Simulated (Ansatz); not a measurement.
**Dissociation curves of O2F (SMILES [O]OF)**

O2F: 3 atoms, total charge 0, spin state doublet. SMILES: `[O]OF`. The O2–O1 distance was set to 1.492 Å, away from the relaxed value.

| atom | x (Å) | y (Å) | z (Å) |
| --- | --- | --- | --- |
| O | 1.1560 | -0.4875 | 0.5840 |
| O | 0.1247 | 0.4869 | 0.1220 |
| F | -1.0744 | -0.1943 | -0.6136 |

The O1–O2 distance is scanned; the parts on either side stay rigid. Basis STO-3G, 3 core orbitals frozen in the correlated methods; program Ansatz 0.2.0. FCI is exact within this basis and core. Energies in eV from each method's value at 1.492 Å; open shells run as named; a dash marks a point that is missing or didn't converge. The shape above is that at 1.492 Å.

```csv
distance (Å),UB3LYP,UCAM-B3LYP,U-wB97X,UB2PLYP,RPA@PBE,UMP2,UCCSD(T)
1.194,0.06,-0.10,-0.23,-0.01,0.36,-0.67,0.20
1.492,0.00,0.00,0.00,0.00,0.00,0.00,0.00
1.791,1.99,2.01,1.97,1.92,1.69,0.82,1.36
2.387,3.29,3.16,2.98,2.56,2.49,0.81,1.95
2.984,3.42,3.29,–,2.63,1.90,0.82,–
```

**Question.** Estimate the FCI curve, and say how far off each method is.

**Answer.** 
| distance (Å) | FCI |
| --- | --- |
| 1.194 | 0.21 |
| 1.492 | 0.00 |
| 1.791 | 1.37 |
| 2.387 | 2.07 |
| 2.984 | 2.12 |

Departure from the FCI curve at its largest: UB3LYP +1.30 eV at 2.98 Å; UCAM-B3LYP +1.16 eV at 2.98 Å; U-wB97X +0.91 eV at 2.39 Å; UB2PLYP +0.56 eV at 1.79 Å; RPA@PBE +0.42 eV at 2.39 Å; UMP2 -1.30 eV at 2.98 Å; UCCSD(T) -0.12 eV at 2.39 Å. The curve of RPA@PBE turns over, which the reference doesn't. For the functionals part of the departure is owed to the small basis.
